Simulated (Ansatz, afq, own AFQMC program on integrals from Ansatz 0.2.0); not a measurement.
## AlSiH, singlet → AlSiH⁺, doublet

```
atom   x (Å)    y (Å)    z (Å)
  Si  0.0000  -0.0660   1.2777
  Al  0.0000   0.0144  -1.3676
   H  0.0000   1.4550   1.0066
```

Connectivity, by distances: SiH–Al.

E(doublet, charge +1) − E(singlet, charge +0) at this geometry, on RHF and UHF determinants.

Basis cc-pVDZ. Only valence electrons are correlated. AFQMC by an in-house program on the Cholesky factors that Ansatz 0.2.0 writes for its CCSD(T) run. The CISD trial takes its coefficients from CCSD amplitudes. Released means that phaseless walkers are propagated on without the constraint, phases kept. Uncertainties: one standard error, sampling alone. The errors of all members are added in quadrature.

No full CI on the walks' own integrals is used here; CCSDTQ serves as the reference and is uncertain by about the last step of the cluster series. Each member takes its own surest rung, up to full CI.

The best estimate is CCSD(T) at the basis-set limit (CBS: def2-TZVPP and def2-QZVPP, with their diffuse functions for anions and beside diffuse sets, CCSD(T) itself extrapolated) plus the step from CCSD(T) to CCSDTQ in cc-pVDZ. Rows without CBS are in cc-pVDZ; B2PLYP and the wave-function rows carry a basis error of their own. Core correlation and relativity beyond core potentials are missing, and ± holds the sampling alone.

Cautions: AlSiH (singlet): another spin lies lower, restricted determinant unstable towards unrestricted (UHF 691 meV lower, ⟨S²⟩ 1.13), the released energies are still falling, so no released level is given (meV from the phaseless value at times in 1/Eh: -7 ± 4 at 0.24, -14 ± 3 at 0.51, -17 ± 3 at 0.99, -21.3 ± 1.9 at 1.62, -29 ± 4 at 2.40), CCSDTQ on the UHF determinant differs (436 meV lower), perhaps since the unrestricted series falls towards higher spin, its ph-AFQMC/CISD value lies 49.0 ± 2.5 meV above CCSDTQ; AlSiH⁺ (doublet): the determinant is a saddle point among determinants of its kind, unrestricted determinant slightly spin contaminated (⟨S²⟩ 0.82 against 0.75).

```tsv
level	vertical ionization energy (eV)
HF	5.744
CCSD	6.534
MP2	6.444
```

Q: From these cheaper values, estimate the vertical ionization energy at the level of the best estimate.

A: 6.910 eV (best estimate, highest rung CCSDTQ).

| level | vertical ionization energy (eV) | error against the best estimate (eV) |
| --- | --- | --- |
| CCSD(T) | 6.573 | -0.337 |
| CCSDT | 6.588 | -0.322 |
| CCSDT(Q) | 6.599 | -0.311 |
| CCSDTQ | 6.603 | -0.307 |
| ph-AFQMC/CISD | 6.566 ± 0.004 | -0.344 ± 0.004 |
| HF/CBS | 5.736 | -1.174 |
| MP2/CBS | 6.769 | -0.141 |
| CCSD(T)/CBS | 6.880 | -0.030 |

Correlation beyond CCSD(T) adds 0.030 eV. Going to the basis-set limit adds 0.307 eV at CCSD(T). The perturbative (T) step is worth +0.038 eV.

Best estimates are given only where the step beyond CCSD(T) is under 0.3 eV and no member's determinant is very poor (T1 over 0.05, or 0.07 for open shells, ⟨S²⟩ too high by 0.3, two states mixed), so the hardest cases are missing from such tables.

CCSDT and higher add their correlation energy to the determinant of the CCSD(T) run, since their own runs factorise the integrals more tightly (a shift of under 2 meV). Each member of a difference takes its own highest rung, so a best estimate needn't equal the limit plus the step of one row. A walk keeps the symmetry of its determinant, which the program's search chose and which needn't be the lowest solution, so a lower state of the same spin and another symmetry isn't excluded.
